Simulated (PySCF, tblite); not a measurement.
Q: What does the PBE0/def2-TZVP structure of formic acid (`O=CO`) look like in three dimensions?

A: 
```
atom  x, y, z in Å
O1    -0.6973    1.1157   -0.4627
C2    -0.3989   -0.0347   -0.3459
O3     0.8059   -0.4832    0.0142
H4    -1.0748   -0.8840   -0.5186
H5     1.3710    0.2913    0.1560
```

Orientation and origin are arbitrary. Atoms count from 1 in this order. The 2 C–O bonds span 1.194 Å (O1=C2, drawn double) to 1.335 Å (C2–O3, drawn single), a spread of 0.141 Å.

Bonds between heavy atoms (Å): O1=C2 1.194, C2–O3 1.335.

Method: PySCF, PBE0/def2-TZVP geometry optimisation, gas phase.

Point group: Cs (every atom within 0.08 Å of its image). PBE0/def2-TZVP frequencies: not computed here. The numbers are those of one conformer (O1–C2–O3–H 0°).

***

Task: What does the GFN2-xTB structure of trichlorofluoroethylene (`FC(Cl)=C(Cl)Cl`) look like in three dimensions?

Result: 
```xyz
6
C2Cl3F angstrom
F     -1.451    0.067    1.095
C     -0.683   -0.100    0.016
Cl    -1.539   -0.597   -1.373
C      0.635    0.115    0.061
Cl     1.619   -0.098   -1.321
Cl     1.422    0.615    1.500
```

Orientation and origin are arbitrary. Atoms count from 1 in this order. The 6 heavy atoms lie in one plane (0.000 Å rms).

Bonds between heavy atoms (Å): F1–C2 1.335, C2–Cl3 1.706, C2=C4 1.337, C4–Cl5 1.710, C4–Cl6 1.715.

Computed geometry: GFN2-xTB, gas phase.

Point group: Cs (tolerance 0.08 Å). Its GFN2-xTB frequencies are all real (lowest 113 cm⁻¹).

The run took 0.15 s on Arm Neoverse N1, one thread, no GPU, shared host with 64 logical CPUs at a one-minute load of 57. These figures are those of the optimisation.
